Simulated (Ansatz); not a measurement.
Input file:

```yaml
crystal:
  periodic: [false, false, false]
  atoms:
    - {symbol: As, position_ang: [0.000000, 0.000000, 0.000000]}
    - {symbol: Li, position_ang: [0.000000, 0.000000, 4.571000]}
basis:
  gaussian: {orbitals: cc-pVDZ}
magnetization: {spin_polarized: false, initial_magnetization: 2}
correlation: {method: fci, electrons: outside_noble_gas}
```

```sh
$ ansatz run in.yaml --threads 1 --pin off --events-out ev --progress --plain --max-ram 2393MiB
```

**Question.** Roughly how long does this take on 1 thread of Arm Neoverse V1, shared host, and how much host memory?

**Answer.** 26 s wall and 0.29 GiB.

```
740 factors; integrals over basis functions are off by at most 1.6e-7 eV
mean field evaluation 1: about -60994.4442 eV, gradient 7.8e0 eV
mean field evaluation 2: about -60994.4453 eV, gradient 7.8e0 eV
mean field evaluation 4: about -60994.6848 eV, gradient 5.4e0 eV
mean field evaluation 8: about -60994.6849 eV, gradient 5.4e0 eV
mean field evaluation 16: about -60995.2531 eV, gradient 8.6e-4 eV
mean field evaluation 32: about -60994.5974 eV, gradient 3.0e-5 eV
mean field evaluation 64: about -60994.5374 eV, gradient 5.4e-5 eV
mean field evaluation 96: about -60994.5923 eV, gradient 5.5e-1 eV
mean field evaluation 128: about -60995.2021 eV, gradient 1.1e0 eV
mean field evaluation 160: about -60994.5374 eV, gradient 1.8e-4 eV
mean field evaluation 192: about -60994.5974 eV, gradient 1.8e-6 eV
mean field -60995.25310147 eV, -2241.5342074115 hartree, gradient 7.7e-6 eV, S^2 2.000000; 15 other end points of the search recorded, 0 dependent functions left out
determinant -60995.25310147 eV, -2241.5342074115 hartree, with singles and doubles -60998.93614902 eV, -2241.6695569125 hartree
determinant -60994.69222528 eV, -2241.5135955918 hartree, with singles and doubles -60997.11697261 eV, -2241.6027034127 hartree
determinant -60994.59744324 eV, -2241.5101124160 hartree, with singles and doubles -60996.98726504 eV, -2241.5979367474 hartree
determinant -60994.53735375 eV, -2241.5079041681 hartree, with singles and doubles -60996.94109779 eV, -2241.5962401320 hartree
determinant -60995.25310147 eV, -2241.5342074115 hartree, with singles and doubles -60998.72074801 eV, -2241.6616410715 hartree
unrestricted determinant -60997.04219926 eV, -2241.5999555428 hartree, S^2 2.9702
15 core orbitals not correlated: weight in the atoms' cores, before any rotation towards them, 1.000 or more for the frozen orbitals, at most 0.000 for the correlated occupied ones
reference -60995.25310147 eV, -2241.5342074115 hartree; 4, 2 occupied and 22, 24 virtual orbitals, 740 factors
state -60999.00344582 eV, -2241.6720300244 hartree
Total energy: -60999.00344582 eV, -2241.6720300244 hartree
```

Natural occupations: 1.9526 1.2879 0.9930 0.9930 0.7029 0.0102 0.0099 0.0099 0.0099 0.0099 0.0053 0.0047 0.0047 0.0046 0.0008 0.0003 0.0003 0.0001 0.0000 0.0000 0.0000 0.0000 0.0000 0.0000.
